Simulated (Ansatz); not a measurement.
**AlClHS radical: basis-set convergence**

Aim: see how fast density functionals converge with the basis set for AlClHS radical.

Program: Ansatz 0.2.0, Gaussian basis. Level of theory: one geometry, several basis sets. These are calculated values, not measurements.

Plan: PBE0-D4/def2-SVP; ωB97M-V/def2-SVP; PBE0-D4/def2-QZVPP; ωB97M-V/def2-QZVPP; the functionals' def2-TZVPP values are taken from earlier runs.

## Step 1: The geometry

All runs share one geometry, relaxed beforehand with PBE0-D4 in a triple-zeta def2 set.

SMILES `[SH][Al][Cl]`, 4 atoms, charge 0, spin multiplicity 2.

Atoms are counted from 1 here; the program's logs count them from 0.

Bond lengths: S1–Al2 2.193 Å, S1–H4 1.345 Å, Al2–Cl3 2.107 Å. Angles: Al2–S1–H4 92.8°, S1–Al2–Cl3 115.5°.

## Step 2: PBE0-D4 in def2-SVP

File in.yaml:

```yaml
crystal:
  periodic: [false, false, false]
  atoms:
    - {symbol: S, position_ang: [0.439797, 0.984948, -0.744682]}
    - {symbol: Al, position_ang: [-0.394099, -0.525921, 0.609129]}
    - {symbol: Cl, position_ang: [0.226178, -2.507442, 0.250987]}
    - {symbol: H, position_ang: [-0.216377, 1.988115, -0.135634]}
basis:
  gaussian: {orbitals: def2-SVP}
magnetization: {spin_polarized: true, initial_magnetization: 1}
hamiltonian: {xc: pbe0, dispersion: d4}
output: {orbitals: {seedname: orbitals}}
```

Further steps of the session: ωB97M-V in def2-SVP; PBE0-D4 in def2-QZVPP; ωB97M-V in def2-QZVPP.

**Question.** What will the summary of the whole plan be? Wanted: PBE0-D4: double and triple zeta above quadruple; ωB97M-V: double and triple zeta above quadruple.

The runs gave:

| quantity | value |
| --- | --- |
| PBE0-D4: double and triple zeta above quadruple | 11.36, 0.90 eV |
| ωB97M-V: double and triple zeta above quadruple | 11.24, 0.87 eV |

**Reading.** For PBE0-D4 the step from double to triple zeta gains 10.46 eV and the next only 0.90 eV. These are total energies; as a rule much of such shifts cancels in differences, which this series doesn't test.
